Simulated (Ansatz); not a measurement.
Reaction (SMILES): P#P (P2) + 3 [H][H] (H2) → 2 P (PH3)
B3LYP-D3(BJ)/def2-TZVP geometries, fixed; electronic energies without zero-point terms.
Largest species:
```
P
H 1 1.4188
H 1 1.4188 2 93.38
H 1 1.4188 2 93.38 3 93.59
```
Charge 0, spin multiplicity 1.

Basis-set convergence of the energy of full hydrogenation at HF with Ansatz (a first-principles code). Cartesian d functions, on some or all atoms, in 6-31G*, 6-31+G*, 6-311G**, 6-311+G**; all else is spherical. A restricted Hartree-Fock determinant is unstable towards unrestricted orbitals. No added dispersion term, no relativity. Functions are those of the species that has most. Reference: the value in aug-pcseg-3, -55.19 kcal/mol, itself unsure by roughly 0.18 kcal/mol (its mean distance from aug-cc-pV(Q+d)Z, def2-QZVPPD, pcseg-3). Deviations are taken from unrounded values.

| basis | functions | energy of full hydrogenation (kcal/mol) |
|---|---|---|
| def2-SVP | 36 | -59.56 |
| def2-SVPD | 48 | -60.06 |
| pcseg-1 | 36 | -58.81 |
| aug-pcseg-1 | 54 | -56.93 |
| 6-31G* | 38 | -57.01 |
| 6-31+G* | 46 | -57.36 |
| cc-pV(D+d)Z | 46 | -58.60 |
| aug-cc-pV(D+d)Z | 64 | -57.69 |
| 6-311G** | 54 | -60.97 |
| 6-311+G** | 62 | -59.12 |
| def2-TZVP | 74 | -55.50 |
| def2-TZVPD | 86 | -54.85 |
| pcseg-2 | 76 | -58.33 |
| aug-pcseg-2 | 119 | -55.50 |
| cc-pV(T+d)Z | 81 | -55.22 |
| aug-cc-pV(T+d)Z | 124 | -54.91 |
| def2-TZVPP | 84 | -55.59 |
| def2-TZVPPD | 99 | -55.04 |
| cc-pV(Q+d)Z | 154 | -55.23 |
| aug-cc-pV(Q+d)Z | 227 | -55.14 |
| def2-QZVPP | 160 | -55.18 |
| def2-QZVPPD | 175 | -55.08 |
| pcseg-3 | 163 | -55.57 |
| aug-pcseg-3 | 236 | -55.19 |

What the diffuse functions change, pair by pair:
- def2-SVP to def2-SVPD: 12 more functions, deviation -4.37 to -4.87 kcal/mol
- pcseg-1 to aug-pcseg-1: 18 more functions, deviation -3.62 to -1.74 kcal/mol
- 6-31G* to 6-31+G*: 8 more functions, deviation -1.82 to -2.17 kcal/mol
- cc-pV(D+d)Z to aug-cc-pV(D+d)Z: 18 more functions, deviation -3.41 to -2.51 kcal/mol
- 6-311G** to 6-311+G**: 8 more functions, deviation -5.78 to -3.93 kcal/mol
- def2-TZVP to def2-TZVPD: 12 more functions, deviation -0.31 to 0.33 kcal/mol
- pcseg-2 to aug-pcseg-2: 43 more functions, deviation -3.15 to -0.31 kcal/mol
- cc-pV(T+d)Z to aug-cc-pV(T+d)Z: 43 more functions, deviation -0.03 to 0.28 kcal/mol
- def2-TZVPP to def2-TZVPPD: 15 more functions, deviation -0.41 to 0.15 kcal/mol
- cc-pV(Q+d)Z to aug-cc-pV(Q+d)Z: 73 more functions, deviation -0.04 to 0.05 kcal/mol
- def2-QZVPP to def2-QZVPPD: 15 more functions, deviation 0.00 to 0.10 kcal/mol
- pcseg-3 to aug-pcseg-3: 73 more functions, deviation -0.38 to 0.00 kcal/mol

Leaving out the reference's own pair, they bring the value nearer the reference by more than 0.18 kcal/mol in 5 of 11 pairs.
